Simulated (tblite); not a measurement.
Compound: C₂H₂NO (doublet state).
SMILES: `C=N[C]=O`

Calculated harmonic vibrations of the isolated species, GFN2-xTB (tblite), most abundant isotopes, no scaling. Errors from tens to a few hundred cm⁻¹ against measured bands are possible. Open shells enter through the occupations alone, without spin polarisation, and single modes of such species can be off by tens of per cent.

Harmonic wavenumbers (cm⁻¹): 204.3, 266.7, 368.9, 488.8, 523.0, 1019.0, 1067.8, 1376.4, 1537.5, 2462.6, 3096.8, 3158.6.

A = 174248, B = 4585, C = 4467 MHz; mass 56.014 u (most abundant isotopes); point group Cs, symmetry number 1; spin multiplicity 2.

**Question.** What is the zero-point energy?

**Answer.** Half the sum of the wavenumbers: 7785 cm⁻¹ = 93.13 kJ/mol.

**Question.** Give the ideal-gas entropy at 298.15 K and 1 bar in the rigid-rotor, harmonic-oscillator model (classical rotation).

**Answer.** Translation 159.06, rotation 92.16, vibration 26.25, spin (R ln 2) 5.76: S = 283.2 J/(mol K).

**Question.** And Cp and H(298.15 K) − H(0)?

**Answer.** Cp = 68.51 J/(mol K), of which vibrations give 35.25 (their classical limit is 12 R = 99.8); H(298.15 K) − H(0) = 14.83 kJ/mol without the zero-point energy, 4.92 from vibrations.

**Question.** How do the functions run with temperature in this model?

**Answer.** 
```tsv
T (K)	S (J/(mol K))	Cp (J/(mol K))	H − H(0) (kJ/mol)	G − H(0) (kJ/mol)	ln q(vib)
150	242.4	50.7	5.89	-30.48	0.28
250	271.6	63.7	11.65	-56.25	0.86
400	304.6	77.2	22.27	-99.58	1.86
600	338.5	90.0	39.06	-164.03	3.18
900	377.6	103.0	68.15	-271.71	4.98
```

q(vib) and H(0) count from the zero-point level.

**Question.** Which modes carry the vibrational entropy at 298.15 K?

**Answer.** 204.3 cm⁻¹: 8.76; 266.7 cm⁻¹: 6.77; 368.9 cm⁻¹: 4.54; 488.8 cm⁻¹: 2.87; 523.0 cm⁻¹: 2.52; 1019.0 cm⁻¹: 0.36 J/(mol K); the other 6 give 0.42 together.

**Question.** What must be added to the electronic energy to get the Gibbs energy at 298.15 K and 1 bar?

**Answer.** ZPE + [H(298.15 K) − H(0)] − T·S = 93.13 + 14.83 − 84.44 = 23.52 kJ/mol.

Hindered rotation and anharmonicity are outside this model.
